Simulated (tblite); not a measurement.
Run record: tight-binding relaxation, `COCPC`.

Computed with GFN2-xTB geometry optimisation, gas phase (tblite 0.8.0). Start geometry: from a force field or distance geometry. A driver script takes a list of jobs; this job's settings line and coordinates (Å) are shown.

Command:
```bash
OMP_NUM_THREADS=1 python probes_run.py task.json out
```

Input:
```
{"job": {"kind": "relax", "xc": "GFN2-xTB", "basis": "xTB"}, "charge": 0, "multiplicity": 1}
C     -2.009400     0.532400    -0.162100
O     -1.154700     1.097400     0.763100
C     -0.378800     0.106000     1.401400
P      0.587600    -0.759900     0.088600
C      2.263300    -0.039000    -0.154100
H     -2.722600    -0.184700     0.328500
H     -1.471000    -0.070800    -0.942300
H     -2.609800     1.331800    -0.668100
H     -1.120900    -0.622900     1.835100
H      0.218600     0.498900     2.234600
H      0.599500    -2.197200     0.238500
H      2.905500    -0.815100    -0.629600
H      2.166300     0.792000    -0.868600
H      2.725900     0.330500     0.792900
```

Q: What does the run print?

A: 
```
step      E/eV     max force
  0    -476.99609    2.738
  1    -477.22595    2.029
  2    -477.42033    1.120
  3    -477.53195    1.080
  4    -477.63540    0.920
  5    -477.70154    1.021
  6    -477.78845    0.909
  7    -477.87390    0.977
  8    -477.96671    0.849
  9    -478.03983    0.706
... (75 lines left out)
 85    -478.20051    0.035
 86    -478.20074    0.044
 87    -478.20107    0.047
 88    -478.20143    0.051
 89    -478.20173    0.040
 90    -478.20191    0.026
 91    -478.20200    0.024
 92    -478.20206    0.020
 93    -478.20211    0.012
 94    -478.20213    0.009
```

«max force» is the largest atomic force in eV/Å.

Q: From which step on does the largest force stay under 0.1 eV/Å, and how much energy is left to gain from there?

A: From step 54 (0.064 eV/Å), 5.0 meV above the end.

Main results: energy lowered by 27.8 kcal/mol over 94 steps; largest atomic force 0.009 eV/Å at the end.

On one thread, Arm Neoverse V1 (aarch64), shared host with 32 logical CPUs at a one-minute load of 20, this took 0.46 s.
Labels such as C1 count atoms from 1, the log's own numbers from 0.
